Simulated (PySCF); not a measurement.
Molecule: `Clc1cn[n-]c1`, [C₃H₂ClN₂]-.

Geometry (Å), atoms numbered from 1 in this order:
```xyz
8

Cl    2.7323    0.1265   -0.7647
C     1.0265    0.0625   -0.3928
C     0.2293   -1.0709   -0.1965
N    -1.0296   -0.6865    0.0693
N    -1.0833    0.6557    0.0538
C     0.1411    1.1329   -0.2218
H     0.5217   -2.1234   -0.2390
H     0.3489    2.2040   -0.2887
```

Total charge -1.

Geometry PBE0-D3(BJ)/def2-SVP throughout; GIAO in PySCF, gas phase, one conformer, non-relativistic; equivalent atoms averaged; functional PBE0.

For orientation, cc-pVTZ gives these shifts δ (against HCl, TMS, NH3 at the same level): Cl1 49.2, C3/C6 132.9, C2 107.1, N4/N5 366.3, H7/H8 7.02 ppm.

A run gave: Cl1 2.1, C3/C6 123.5, C2 99.1, N4/N5 316.4, H7/H8 6.42 ppm (shifts δ (against HCl, TMS, NH3 at the same level)).

**Question.** Which basis set was used in that run?
A. def2-SVP
B. 6-31G*
C. pcSseg-2
D. STO-3G

**Answer.** B. N4/N5 tells them apart best: 6-31G* gives 316.4, def2-SVP gives 343.9, pcSseg-2 gives 375.2, STO-3G gives 254.4 ppm.
